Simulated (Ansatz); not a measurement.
# SiP₂H (doublet): from Hartree-Fock to the top rungs at a displaced geometry (v2), cc-pVDZ

The task here is to estimate one member of a computed series from the others.

The runs use Ansatz 0.2.0, Gaussian basis; cc-pVDZ, core rule «outside noble gas», up to 15 orbitals frozen.

Plan: UHF; CCSD(T) on ROHF; CCSD(T) on UHF; BCCD(T) on ROHF; CISD; CCSDT(Q) on ROHF; CCSDT(Q) on UHF.

20 further runs of the same task are left out: 11 that didn't finish, 9 set aside as unsound or not needed.

**What is computed**

The geometry is a PBE0/def2-TZVP stationary point (not a proven minimum) with its atoms shifted at random (size 0.100 Å).

4 atoms, charge 0, spin multiplicity 2.

Atoms are counted from 1 here; the program's logs count them from 0.

Bond lengths: P1–Si2 2.095 Å, P1–H4 1.350 Å, Si2–P3 2.023 Å. Angles: Si2–P1–H4 88.0°, P1–Si2–P3 171.3°.

The first run:

Contents of in.yaml:

```yaml
crystal:
  periodic: [false, false, false]
  atoms:
    - {symbol: P, position_ang: [0.064562, -0.386815, 1.537130]}
    - {symbol: Si, position_ang: [-0.100277, -0.254029, -0.546859]}
    - {symbol: P, position_ang: [-0.023693, -0.321962, -2.567014]}
    - {symbol: H, position_ang: [0.059408, 0.962806, 1.576743]}
basis:
  gaussian: {orbitals: cc-pVDZ}
magnetization: {spin_polarized: true, initial_magnetization: 1}
hamiltonian: {xc: hf}
output: {orbitals: {seedname: orbitals}}
```

Run with:

```
> ansatz run in.yaml --threads 1 --pin off --events-out ev --progress --plain --max-ram 2393MiB
```

Steps of the session up to this table: UHF; CCSD(T) on ROHF; CCSD(T) on UHF; BCCD(T) on ROHF; CISD; CCSDT(Q) on ROHF; CCSDT(Q) on UHF.

One of the session's tables, all rows but one given; the rest of the session is left out.

```
   method  from RCCSDT(Q) (kJ/mol)
     ROHF                   +965.8
      UHF                   +923.1
     RMP2                   +173.8
     UMP2                   +207.2
     CISD                   +193.8
    RCCSD                    +63.5
    UCCSD                    +60.8
 RCCSD(T)                        ?
 UCCSD(T)                    +14.2
  BCCD(T)                    +10.7
   RCCSDT                     +5.7
   UCCSDT                     +5.4
RCCSDT(Q)                        0
UCCSDT(Q)                     -0.4
```

**Question.** Estimate the row for RCCSD(T).

**Answer.** from RCCSDT(Q) (kJ/mol): +11.7. In the column «from RCCSDT(Q) (kJ/mol)» it lies between BCCD(T) (+10.7) and UCCSD(T) (+14.2).

Limits of these values: The determinant is far from a pure spin state, so its energy mixes those of several spin states (harmless only where they are near-degenerate, as at dissociation). Warnings: spin contamination; large T1 diagnostic. Restricted and unrestricted rows rest on different reference determinants; where their highest levels disagree by more than a few hundredths of an eV, they describe different states and don't form one ladder.
